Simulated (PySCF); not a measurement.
Geometries of 2 isomers of C3H6F2O, from PBE0-D3(BJ)/def2-SVP geometry optimisation, gas phase in PySCF. One conformer each, no zero-point energy, no frequencies.

Question: Which is lower in electronic energy at this level?
A.
```xyz
12
angstrom
C     -1.775   -0.295    0.140
C     -0.309   -0.455   -0.167
O      0.395    0.618    0.432
C      1.708    0.674    0.133
F      2.378   -0.365    0.685
F      2.196    1.798    0.658
H     -1.943   -0.306    1.227
H     -2.154    0.658   -0.256
H     -2.350   -1.116   -0.310
H     -0.132   -0.451   -1.261
H      0.075   -1.414    0.223
H      1.909    0.655   -0.958
```
B.
```xyz
12
angstrom
C      1.737   -0.668    0.238
O      0.754    0.322    0.069
C     -0.496   -0.151   -0.180
F     -0.580   -0.668   -1.457
C     -1.488    0.985   -0.093
F     -1.597    1.411    1.199
H      1.482   -1.347    1.073
H      1.871   -1.265   -0.679
H      2.680   -0.157    0.473
H     -0.768   -0.973    0.515
H     -2.468    0.633   -0.455
H     -1.136    1.811   -0.732
```

Answer: A. That is `FC(OCC)F`, 15.0 kcal/mol below the other.

| SMILES | atoms numbered as above | E (Eh) | relative (kcal/mol) | relative (kJ/mol) | dipole (D) |
| --- | --- | --- | --- | --- | --- |
| CCOC(F)F | [CH3:1][CH2:2][O:3][CH:4]([F:5])[F:6] | -392.14173 | 0.0 | 0.0 | 2.79 |
| CO[C@H](F)CF | [CH3:1][O:2][C@H:3]([F:4])[CH2:5][F:6] | -392.11782 | 15.0 | 62.8 | 1.32 |

As drawn, the lower has two fluorines on one carbon, which the higher lacks.
